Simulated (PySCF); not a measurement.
Geometries of 2 isomers of C2H3F3, from PBE0-D3(BJ)/def2-SVP geometry optimisation, gas phase (PySCF). One conformer each, no zero-point energy, no frequencies.

Question: Which is lower in electronic energy at this level?
A.
```xyz
8
angstrom
F      1.239   -0.461    1.184
C      0.543    0.394    0.383
C     -0.555   -0.358   -0.331
F     -1.307    0.534   -1.013
F     -0.027   -1.229   -1.212
H      1.214    0.840   -0.370
H      0.093    1.197    0.991
H     -1.201   -0.917    0.368
```
B.
```xyz
8
angstrom
C      0.785   -0.129    0.035
C     -0.692    0.113   -0.031
F     -1.177   -0.129   -1.254
F     -0.996    1.379    0.275
F     -1.359   -0.673    0.823
H      0.998   -1.174   -0.224
H      1.145    0.077    1.051
H      1.296    0.535   -0.674
```

Answer: B. That is `FC(F)(F)C`, 22.8 kcal/mol below the other.

| SMILES | atoms numbered as above | E (Eh) | relative (kcal/mol) | relative (kJ/mol) | dipole (D) |
| --- | --- | --- | --- | --- | --- |
| CC(F)(F)F | [CH3:1][C:2]([F:3])([F:4])[F:5] | -376.90890 | 0.0 | 0.0 | 2.17 |
| FCC(F)F | [F:1][CH2:2][CH:3]([F:4])[F:5] | -376.87262 | 22.8 | 95.3 | 1.44 |
